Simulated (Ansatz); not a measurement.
# Ni, fcc: geometry optimisation

Level of theory: DFT, LDA (PW92), plane waves (420 eV) with PAW, scalar-relativistic (Ansatz 0.2.0). The PAW files were generated under PBE, with cores re-solved for the functional.

k-point mesh 15×15×15, Fermi-Dirac smearing 0.1 eV, no spin polarisation. Cell and atoms relax.

Starting structure:

```yaml
crystal:
  lattice:
    - [0.0, 1.76194, 1.76194]
    - [1.76194, 0.0, 1.76194]
    - [1.76194, 1.76194, 0.0]
  atoms:
    - { symbol: Ni, position: [0.0, 0.0, 0.0] }
hamiltonian:
  xc: lda
  pseudopotentials:
    kind: paw
    azcp:
      Ni: "pseudopotentials/Ni.paw.azcp"
basis:
  ecutwfc: 420
  fft_grid_basis: typed
kpoints:
  mp_grid: { grid: [15, 15, 15], shift: [0, 0, 0] }
magnetization:
  spin_polarized: false
scf:
  occupations: { method: fermi_dirac, width: 0.1 }
relax:
  max_steps: 60
  f_tol: 0.01
  cell: {}
```

Task: The pressure at the start is -18.4 GPa. By how much does the volume change?

Result: From 10.94 to 10.01 Å³ per atom, -8.5 %. The final cell has a = 3.421 Å.

Task: How much energy does the relaxation gain?

Result: 58.4 meV per atom.

Path of the relaxation (the plane waves are chosen anew near the end, which can shift the energy a little):

| step | E − E(final) (meV/atom) | V (Å³/atom) | P (GPa) | max force (eV/Å) |
| --- | --- | --- | --- | --- |
| 0 | 58.40 | 10.940 | -18.39 | 0.000 |
| 1 | 13.42 | 10.439 | -9.75 | 0.000 |
| 2 | -0.05 | 9.926 | 2.14 | 0.000 |
| 3 | -0.52 | 10.015 | -0.17 | 0.000 |
| 4 | -0.53 | 10.008 | 0.00 | 0.000 |
| 5 | 0.00 | 10.008 | -0.02 | 0.000 |

Spin polarisation is off here; a magnetic state may lie lower.
